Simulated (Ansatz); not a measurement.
System: CN, charge 1, singlet. A triplet may lie lower; no result for it is given here. CN+ (parent SMILES [C]#N, singlet).
B3LYP-D3(BJ)/def2-TZVP minimum from Ansatz (a first-principles code):
```xyz
2

C      0.0000     0.0000    -0.6312
N      0.0000     0.0000     0.5411
```
Charge +1, spin multiplicity 1.

Total energies in cc-pV5Z, 8 correlated electrons, 2 frozen orbitals. Radicals and triplets start from unrestricted determinants; spin-orbit coupling is neglected. Cores are frozen in correlated methods. No relativity. The T1 diagnostic of CN+ (parent SMILES [C]#N, singlet) reaches 0.073 in the sets run. The restricted determinant of CN+ (parent SMILES [C]#N, singlet) is unstable towards broken spin symmetry in at least one set run.

| method | program | energy (Eh) | minus CCSDT(Q) (mEh) |
|---|---|---|---|
| HF | Ansatz | -91.64781 | 443.94 |
| MP2 | Ansatz | -92.06899 | 22.75 |
| CCSD | Ansatz | -92.04917 | 42.58 |
| CCSD(T) | Ansatz | -92.09172 | 0.03 |
| CCSDT(Q) | Ansatz | -92.09174 | 0.00 |

Rough core times of Ansatz's runs on a shared machine: CCSD(T) 40 s, CCSDT(Q) 9 min.
